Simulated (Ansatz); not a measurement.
This Ansatz (a first-principles code) input (PBE/aug-pcseg-2) gives -55.86460 Eh with 92 basis functions.

Ansatz 0.2 input:
```yaml
crystal:
  periodic: [false, false, false]
  atoms:
    - {symbol: N, position_ang: [-0.00356243, 0.11201664, 0.09548205]}
    - {symbol: H, position_ang: [0.80776927, -0.37468272, -0.32489897]}
    - {symbol: H, position_ang: [-0.78283228, -0.40943375, -0.34347535]}
basis:
  gaussian:
    orbitals: aug-pcseg-2
hamiltonian:
  xc: {name: PBE}
total_charge: -1
magnetization: {spin_polarized: false}
```

Change:
```diff
- orbitals: aug-pcseg-2
+ orbitals: aug-pcseg-3
```

Task: What does the run give now?

Result: -55.86907 Eh (PBE/aug-pcseg-3, 183 functions), a change of -4.47 mEh.
